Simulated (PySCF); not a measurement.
Species: C3H3NOS.
Numbering: `[OH:1][c:2]1[cH:3][n:4][s:5][cH:6]1` (hydrogens: H7 on O1; H8 on C3; H9 on C6)

The same species was optimised twice, with GFN2-xTB and with PBE0-D3(BJ)/def2-SVP (PySCF), and the same property calculations (PySCF, gas phase) were run on both structures.

```csv
coordinate,GFN2-xTB,PBE0-D3(BJ)/def2-SVP,change
N4–S5 (Å),1.628,1.654,+0.026
C2–C3 (Å),1.418,1.430,+0.012
O1–C2 (Å),1.353,1.345,-0.008
C3–N4 (Å),1.303,1.309,+0.006
C2–C6 (Å),1.370,1.375,+0.005
S5–C6 (Å),1.715,1.715,0.000
O1–C2–C3 (°),122.7,120.9,-1.8
C3–N4–S5 (°),111.4,109.8,-1.6
O1–C2–C6 (°),127.6,129.0,+1.4
N4–S5–C6 (°),94.0,95.1,+1.1
C2–C3–N4 (°),115.6,116.3,+0.7
C2–C6–S5 (°),109.2,108.7,-0.5
C3–C2–C6 (°),109.7,110.1,+0.4
```

Rotational constants: A = 7763, B = 2604, C = 1950 MHz (GFN2-xTB) against A = 7596, B = 2609, C = 1942 MHz (PBE0-D3(BJ)/def2-SVP). Point groups within 0.08 Å: Cs and Cs.

On the GFN2-xTB structure: HOMO (eV) -6.93 [PBE0/pcSseg-1]; LUMO (eV) -0.87 [PBE0/pcSseg-1]; dipole (D) 3.31 [PBE0/pcSseg-1]; GIAO shielding of O1 (ppm) 239.4 [PBE0/pcSseg-1]; GIAO shielding of C2 (ppm) 27.4 [PBE0/pcSseg-1]; GIAO shielding of C3 (ppm) 35.6 [PBE0/pcSseg-1]; GIAO shielding of N4 (ppm) -81.1 [PBE0/pcSseg-1]; GIAO shielding of S5 (ppm) 153.3 [PBE0/pcSseg-1]; GIAO shielding of C6 (ppm) 57.5 [PBE0/pcSseg-1].

Task: What do these properties become on the PBE0-D3(BJ)/def2-SVP structure?

Result: 
```csv
property,level,on GFN2-xTB,on PBE0-D3(BJ)/def2-SVP,change
HOMO (eV),PBE0/pcSseg-1,-6.93,-6.87,+0.06
LUMO (eV),PBE0/pcSseg-1,-0.87,-0.91,-0.04
dipole (D),PBE0/pcSseg-1,3.31,3.43,+0.12
"energy, GFN2-xTB geometry as zero (kcal/mol)",PBE0/pcSseg-1,0.0,-0.7,-0.7
GIAO shielding of O1 (ppm),PBE0/pcSseg-1,239.4,238.3,-1.1
GIAO shielding of C2 (ppm),PBE0/pcSseg-1,27.4,26.4,-1.0
GIAO shielding of C3 (ppm),PBE0/pcSseg-1,35.6,31.2,-4.4
GIAO shielding of N4 (ppm),PBE0/pcSseg-1,-81.1,-89.2,-8.1
GIAO shielding of S5 (ppm),PBE0/pcSseg-1,153.3,136.2,-17.1
GIAO shielding of C6 (ppm),PBE0/pcSseg-1,57.5,58.8,+1.3
```

The heavy atoms differ by 0.016 Å rms after alignment. Among bonds between heavy atoms N4–S5 changes most (+0.026 Å). Changes are differences of the printed values. Neither structure is proved a minimum here.

Shape of the structure used: `[OH:1][c:2]1[cH:3][n:4][s:5][cH:6]1`: H–O1–C2–C3 179°.
